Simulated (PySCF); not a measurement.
# LiN+: from the state search to spectroscopic constants

The task here is to estimate one member of a computed series from the others.

Method: Li def2-SVP, N def2-SVP, no relativity; program: PySCF 2.14.0.

Set-up of the first run:

The job is set up so:

```json
{
 "atoms": "Li, N",
 "charge": "1",
 "basis": "Li def2-SVP, N def2-SVP",
 "Hamiltonian": "no relativity",
 "basis functions": "23",
 "electrons treated": "9",
 "masses in u": "7.0160, 14.0031",
 "levels": "PBE0, PBE, r²SCAN, MN15, PBEsol, M06-2X, LC-ωPBE, HF, MP2, SCS-MP2, CCSD, CCSD(T)",
 "grid": "80 radial by 434 angular points",
 "occupations": "held fixed by the projection of orbital angular momentum",
 "dissociation limit": "Li+ + N, each in its ground configuration",
 "starting distance in angstrom": "2.040",
 "values of 2S to try": "1, 3"
}
```

Command:

```sh
OMP_NUM_THREADS=1 python dia.py task.json out
```

Steps of the session up to this table: The job; First curve: PBE0; Other states along the same grid; PBE; r²SCAN; MN15; PBEsol (GGA); M06-2X; LC-ωPBE; UHF (mean field); MP2 and coupled cluster.

One of the session's tables, all rows but one given; the rest of the session is left out.

It belongs to the step «The curves together». Energy (eV) from each level's lowest point:

| R (Å) | UHF | UHF-MP2 | UHF-SCS-MP2 | UHF-CCSD | UHF-CCSD(T) |
| --- | --- | --- | --- | --- | --- |
| 1.936 | 0.114 | 0.117 | 0.117 | n/a | n/a |
| 2.026 | 0.051 | 0.053 | 0.054 | 0.053 | 0.053 |
| 2.116 | ? | ? | ? | ? | ? |
| 2.183 | 0.005 | 0.005 | 0.006 | 0.005 | 0.005 |
| 2.251 | 0.000 | 0.000 | 0.000 | 0.000 | 0.000 |
| 2.318 | 0.001 | 0.000 | 0.000 | 0.000 | 0.000 |
| 2.409 | 0.007 | 0.006 | 0.006 | 0.006 | 0.006 |
| 2.521 | 0.020 | 0.019 | 0.018 | 0.019 | 0.020 |
| 2.656 | 0.040 | 0.038 | 0.037 | 0.039 | 0.039 |
| 2.836 | 0.066 | 0.065 | 0.064 | n/a | n/a |

Q: Estimate the row for R (Å) = 2.116 from the others.

Worked estimate for «UHF». A straight line through the neighbours (2.026, 0.051) and (2.183, 0.005) gives 0.051 + (0.005 − 0.051) × (2.116 − 2.026) / (2.183 − 2.026) = 0.025; a parabola fitted to 4 rows on both sides gives 0.016.

**Answer.** UHF: 0.017; UHF-MP2: 0.019; UHF-SCS-MP2: 0.019; UHF-CCSD: 0.019; UHF-CCSD(T): 0.019. In «UHF» the line misses by +0.008 and the parabola by -0.001.

Caveats from the session: The bond is weak, and basis-set superposition, which was not computed, may be a sizeable part of it.
